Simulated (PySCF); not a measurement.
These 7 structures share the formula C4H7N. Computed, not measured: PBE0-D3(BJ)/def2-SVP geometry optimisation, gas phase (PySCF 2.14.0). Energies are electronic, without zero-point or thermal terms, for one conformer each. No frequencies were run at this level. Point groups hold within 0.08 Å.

**Question.** Order them by energy at this level, lowest first, and give relative energies in kcal/mol.
A. `[CH2:1]=[CH:2]/[CH:3]=[N:4]\[CH3:5]` with C1–C2–C3–N4 180°
B. `[CH2:1]=[CH:2][CH2:3][N:4]=[CH2:5]` with C1–C2–C3–N4 132°, C2–C3–N4–C5 -123°
C. `[C-:1]#[N+:2][CH2:3][CH2:4][CH3:5]` with N2–C3–C4–C5 -61°
D. `[CH2:1]=[CH:2][N:3]1[CH2:4][CH2:5]1` with C1–C2–N3–C4 -39° (1-ethenylaziridine)
E. `[CH3:1][CH2:2][C:3]1=[N:4][CH2:5]1` with C1–C2–C3–N4 -126°
F. `[CH3:1][C:2]#[C:3][CH2:4][NH2:5]` with C3–C4–N5–H 58° and -58°
G. `[H]/[N:5]=[CH:4]\[C:2](=[CH2:1])[CH3:3]` with C1–C2–C4–N5 180°

**Answer.** G (0.0), C (5.0), A (9.5), B (14.6), E (18.2), D (19.5), F (20.2).

As drawn, the lowest has a C=N bond and a C=C bond outside aromatic rings, which the highest lacks; the highest has a C≡C bond, which the lowest lacks. Neighbours under 2.5 kcal/mol apart (CCC1=NC1 and C=CN1CC1; C=CN1CC1 and CC#CCN) can change places with a better method, another conformer or zero-point energy.

```
        SMILES      E (Eh)  E rel (kcal/mol)  dipole (D)  point group      A, B, C (MHz)
[H]/N=C\C(=C)C  -210.94890               0.0        2.58           Cs   8556, 4311, 2919
  [C-]#[N+]CCC  -210.94099               5.0        3.89           C1  10309, 3462, 2853
     C=C/C=N\C  -210.93374               9.5        2.19           Cs  16514, 2890, 2499
       C=CCN=C  -210.92569              14.6        1.31           C1  16614, 2652, 2569
      CCC1=NC1  -210.91992              18.2        2.77           C1  13180, 3293, 2946
      C=CN1CC1  -210.91790              19.5        1.34           C1  13579, 3904, 3367
        CC#CCN  -210.91668              20.2        1.59            –  22063, 2071, 1959
```
